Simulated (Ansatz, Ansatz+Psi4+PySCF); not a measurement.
```tsv
atom	x (Å)	y (Å)	z (Å)
O	0.0367	1.1135	0.0000
H	-0.9175	1.3289	0.0000
Cl	0.0367	-0.6022	0.0000
```

Basis set: cc-pVTZ on H, O; cc-pV(T+d)Z on Cl (spherical functions). Frozen core: 6 orbitals. Charge 0, multiplicity 1.

Computed with Ansatz (development build ahead of 0.2.0); each method stands on the lowest determinant of its kind that the runs found. Restricted open shells among the atoms or ions are ROHF, correlated in semicanonical orbitals with singles.

The atomization energy at this shape (free ground-state atoms in the same class of orbitals less the molecule, no zero-point energy) of singlet HClO:

```csv
method,atomization energy
RHF-CCSD(T),157.04 kcal/mol
```

Question: What does RHF-MP2 give?

Answer: 162.69 kcal/mol.
